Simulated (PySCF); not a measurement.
Molecule: `Fc1ccc[nH]1`, C4H4FN.

Bonds (- single, = double, # triple, : aromatic): F1-C2 1.321 Å, C2:C3 1.370 Å, C3:C4 1.428 Å, C4:C5 1.375 Å, C5:N6 1.376 Å, N6:C2 1.358 Å. C3 carries H7; C4 carries H8; C5 carries H9; N6 carries H10.

Geometry PBE0-D3(BJ)/def2-SVP throughout; GIAO in PySCF, gas phase, one conformer, non-relativistic; equivalent atoms averaged; functional PBE0.

Task: How do the shifts δ (against CFCl3, TMS, NH3 at the same level) depend on the basis set? (a selection of nuclei; ppm; last column core-seconds on shared hosts with different chips, so compare them loosely)

Result: 
```tsv
basis set	functions	F1	C4	C5	C3	N6	H10	H8	H9	H7	core-s
STO-3G	34	-59.8	97.5	96.3	84.3	79.3	6.06	5.30	5.18	4.79	2.6
6-31G	62	-156.3	105.9	103.3	87.2	128.2	6.14	5.99	6.01	5.39	4.6
pcSseg-0	62	-153.7	118.6	117.4	97.9	151.4	5.85	6.03	6.12	5.36	4
6-31G*	92	-139.0	102.2	99.1	81.5	126.4	6.29	5.85	5.86	5.18	6.5
def2-SVP	104	-127.1	106.0	102.5	84.3	142.0	6.56	5.90	5.76	5.30	6.1
cc-pVDZ	104	-134.8	107.0	103.8	85.2	144.1	6.66	5.98	5.92	5.35	7.2
pcSseg-1	122	-145.4	112.8	109.5	89.7	156.9	6.93	6.19	6.15	5.64	9.8
aug-cc-pVDZ	174	-143.8	106.2	104.2	84.8	141.2	7.31	6.24	6.31	5.65	14
6-311+G(2d,p)	186	-151.9	110.5	107.4	88.4	149.9	7.12	6.21	6.23	5.62	15
def2-TZVP	210	-147.1	111.8	108.3	88.5	153.4	7.11	6.24	6.22	5.59	20
cc-pVTZ	236	-142.7	111.3	107.4	88.1	153.3	7.22	6.19	6.18	5.57	21
IGLO-III	250	-150.5	114.6	111.2	91.5	153.8	7.24	6.20	6.22	5.62	22
pcSseg-2	272	-149.3	115.9	112.3	92.2	155.3	7.37	6.28	6.24	5.69	65
```

Task: Which nucleus among those listed moves most, in ppm?

Result: F1 (aryl fluorine): from -156.3 ppm with 6-31G to -59.8 ppm with STO-3G. The smallest spread is 0.90 ppm, at H7. Proton shifts span only some 12 ppm, so a few tenths of a ppm matter as much there as several ppm in carbon.

Task: Taking the largest basis, pcSseg-2 (272 functions), as the yardstick, rank the others by their worst heavy-atom deviation.

Result: IGLO-III 1.5 ppm (250 functions), pcSseg-1 3.8 ppm (122 functions), def2-TZVP 4.1 ppm (210 functions), 6-311+G(2d,p) 5.4 ppm (186 functions), pcSseg-0 5.7 ppm (62 functions), cc-pVTZ 6.6 ppm (236 functions), aug-cc-pVDZ 14.1 ppm (174 functions), cc-pVDZ 14.4 ppm (104 functions), def2-SVP 22.2 ppm (104 functions), 6-31G 27.1 ppm (62 functions), 6-31G* 28.9 ppm (92 functions), STO-3G 89.5 ppm (34 functions).

A small basis that lands close on one nucleus may do so by chance; judge by the trend and by all nuclei.
